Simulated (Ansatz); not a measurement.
Input file for C₃H₃FO (`OC1(F)C=C1`):

```yaml
crystal:
  periodic: [false, false, false]
  atoms:
    - {symbol: O, position_ang: [0.870092, 0.545821, 1.201378]}
    - {symbol: C, position_ang: [-0.110345, 0.034098, 0.388305]}
    - {symbol: F, position_ang: [-1.296324, -0.003494, 1.101228]}
    - {symbol: C, position_ang: [0.168394, -0.984949, -0.594987]}
    - {symbol: C, position_ang: [-0.174914, 0.190447, -1.055234]}
    - {symbol: H, position_ang: [0.529118, 1.344497, 1.617273]}
    - {symbol: H, position_ang: [0.466102, -2.000935, -0.800248]}
    - {symbol: H, position_ang: [-0.359922, 0.817317, -1.913414]}
basis:
  gaussian: {orbitals: def2-SVP}
correlation: {method: ccsd_t}
```

```sh
$ ansatz run in.yaml --threads 2 --pin off --events-out ev --progress --plain --max-ram 4352MiB
```

The program prints (abridged):

```
Functional definition: HF
849 factors; integrals over basis functions are off by at most 1.1e-3 eV
mean field evaluation 1: about -7870.0217 eV, gradient 3.6e1 eV
mean field evaluation 2: about -7870.1524 eV, gradient 3.6e1 eV
mean field evaluation 4: about -7872.9380 eV, gradient 3.5e0 eV
mean field evaluation 8: about -7872.9784 eV, gradient 1.8e-1 eV
mean field -7872.97854140 eV, -289.3266248998 hartree, gradient 1.6e-6 eV, S^2 0.000000; 0 other end points of the search recorded, 0 dependent functions left out
5 core orbitals not correlated: weight in the atoms' cores, before any rotation towards them, 1.000 or more for the frozen orbitals, at most 0.000 for the correlated occupied ones
reference -7872.97854140 eV, -289.3266248998 hartree; 14, 14 occupied and 66, 66 virtual orbitals, 849 factors
second order -20.53190117 eV of doubles, -0.00000000 eV of singles
cycle   1  -20.65370894 eV  change   -1.2e-1 eV  update   9.4e-2
cycle   2  -21.11910780 eV  change   -4.7e-1 eV  update   2.8e-2
cycle   3  -21.23806323 eV  change   -1.2e-1 eV  update   1.4e-2
cycle   4  -21.23483381 eV  change    3.2e-3 eV  update   3.3e-3
cycle   5  -21.23489340 eV  change   -6.0e-5 eV  update   1.4e-3
cycle   6  -21.23575519 eV  change   -8.6e-4 eV  update   3.8e-4
cycle   7  -21.23564320 eV  change    1.1e-4 eV  update   1.4e-4
cycle   8  -21.23556477 eV  change    7.8e-5 eV  update   4.3e-5
cycle   9  -21.23556469 eV  change    7.3e-8 eV  update   1.8e-5
perturbative correction -0.64158620 eV, -0.0235778581 hartree
Total energy: -7894.85569229 eV, -290.1305953664 hartree
```

Hardware: 2 threads of an Arm Neoverse V2 on a shared host. Wall time 3.1 s, peak host memory 0.3 GiB.

MP2 recovers 93.9 % of the CCSD(T) correlation energy and the triples give 2.9 %; T1 = 0.0107.
